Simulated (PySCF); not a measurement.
A structure optimised at PBE0-D3(BJ)/def2-TZVP, used in a PySCF frequency run:

```
N
N 1 1.1181
O 1 1.1744 2 180.00
```

Question: Write its SMILES, formula and point group.

Answer: N#[N+][O-], N₂O, C∞v

Question: What are its rotational constants (standard atomic weights)?

Answer: 12.841 GHz (linear rotor, B only)
